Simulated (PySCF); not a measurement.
## Stationary points of H3SS

Level of theory: PBE0 in PySCF with S def2-TZVP, H def2-TZVP; no relativity; density-fitted integrals.

Relaxations began from a few typed shapes; open shells are unrestricted. The search is not exhaustive: other isomers or separated fragments can lie lower, and high-lying points may rest on an excited occupation.

```
   spin  group                                       bonds                                                          angles  imaginary modes (cm⁻¹)  ΔE (kJ/mol)  ΔE with ZPE (kJ/mol)
doublet     Cs  S–H 1.348 Å (×2), S–H 1.510 Å, S–S 2.111 Å  H–S–H 85.1° (×2), H–S–H 96.5°, H–S–S 101.9° (×2), H–S–S 169.4°                    none          0.0                   0.0
doublet     Cs  S–H 1.362 Å, S–H 1.475 Å (×2), S–S 1.958 Å  H–S–H 88.6° (×2), H–S–H 164.1°, H–S–S 97.7° (×2), H–S–S 115.3°                    none         17.4                  11.9
doublet    C3v               S–H 1.484 Å (×3), S–S 1.944 Å                            H–S–H 116.5° (×3), H–S–S 101.0° (×3)            1541i, 1541i        122.3                     –
```

The lowest minimum found is the doublet Cs: S–H 1.348 Å (×2), S–H 1.510 Å, S–S 2.111 Å; H–S–H 85.1° (×2), H–S–H 96.5°, H–S–S 101.9° (×2), H–S–S 169.4°.

Starts that fell apart ended at 11 kJ/mol on the same scale (coarser grid).
